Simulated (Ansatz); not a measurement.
A nudged elastic band was laid between two geometries of AlH3 + H (5 atoms, charge 0, multiplicity 2).

The calculation used UKS PBE0-D4/def2-TZVP in Ansatz 0.2.0.

```
movable images  : 5
climbing image  : yes
spring          : 5.0 eV/Å²
optimiser       : quadratic models (default)
start path      : through a guess of the saddle point
force threshold : 0.05 eV/Å
iteration limit : 60
end points      : relaxed
```

Initial state:

```xyz
5
Properties=species:S:1:pos:R:3
Al 0.000 0.000 -0.326
H 0.000 0.000 1.260
H 1.373 0.000 -1.119
H -1.373 0.000 -1.119
H 0.000 0.000 4.324
```

Final state:

```xyz
5
Properties=species:S:1:pos:R:3
Al 0.000 0.000 -0.713
H 0.000 0.000 3.027
H 1.375 0.000 -1.534
H -1.375 0.000 -1.534
H 0.000 0.000 3.775
```

(1) What changes between the two ends?

(2) What energy profile does the band end with?

(3) What is the geometry of the highest image?

(4) What are the harmonic wavenumbers there?

## Answers

(1) Bonds broken: Al1–H2. Bonds formed: H2–H5. AlH3 + H becomes AlH2 + H2.

(2) The forces met the threshold. The highest image is number 2 of 0 to 6, 1.1 kcal/mol above the first end and 22.3 kcal/mol above the last; the last end lies 21.2 kcal/mol below the first. A vibrational analysis at the climbing image gives one clearly imaginary mode, 462i cm⁻¹: a first-order saddle point.

```csv
image,path coordinate (Å),energy (kcal/mol),Al1–H2 (Å),H2–H5 (Å)
0,0.00,0.0,1.59,3.06
1,0.66,0.2,1.59,2.33
2,1.31,1.1,1.62,1.58
3,1.88,-14.6,2.18,0.82
4,2.45,-19.6,2.71,0.75
5,3.02,-20.9,3.22,0.75
6,3.59,-21.2,3.74,0.75
```

(3) 
```xyz
5
Properties=species:S:1:pos:R:3
Al -0.001 0.000 -0.045
H -0.003 0.000 1.574
H 1.379 0.000 -0.828
H -1.378 0.000 -0.831
H 0.003 0.000 3.150
```

(4) 462i, 151, 164, 714, 778, 801, 1561, 1923, 1935 cm⁻¹.

Time of the run: 20 s on 2 threads of Arm Neoverse V2 (shared host), peak memory 0.12 GiB.
